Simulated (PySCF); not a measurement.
CH2O, SMILES C=O (connectivity only; charge and spin as stated), charge +1, multiplicity 2. Atoms are numbered in the order given.

```xyz
4

C      0.0000     0.0000    -0.5229
O      0.0000     0.0000     0.6638
H      0.0000     0.9680    -1.0865
H      0.0000    -0.9680    -1.0865
```
Charge +1, spin multiplicity 2.

Geometry optimised at B3LYP-D3(BJ)/def2-TZVPD. The multiplicity is an assumed one; other spin states were not compared.

Level of theory: PySCF with PBE/pcH-1.

Unrestricted Kohn–Sham, ⟨S²⟩ = 0.755. Hyperfine tensors hold the contact and dipolar terms, without spin-orbit corrections.

Computed hyperfine couplings:
| nucleus | A(iso) (MHz) | A(iso) (G) | dipolar principal values (MHz) |
|---|---|---|---|
| 13C no. 1 | -85.8 | -30.6 | -23.2, 5.1, 18.1 |
| 17O no. 2 | -24.2 | -8.7 | -235.7, 107.8, 127.9 |
| 1H no. 3 | 385.7 | 137.6 | -11.3, -8.3, 19.6 |
| 1H no. 4 | 385.7 | 137.6 | -11.3, -8.3, 19.6 |

**Question.** And the g tensor (effective nuclear charges for spin-orbit coupling, GIAO)? (Estimate from the structure and the level; the computed values follow.)

**Answer.** principal values 2.0012, 2.0023, 2.0077; isotropic 2.0038.
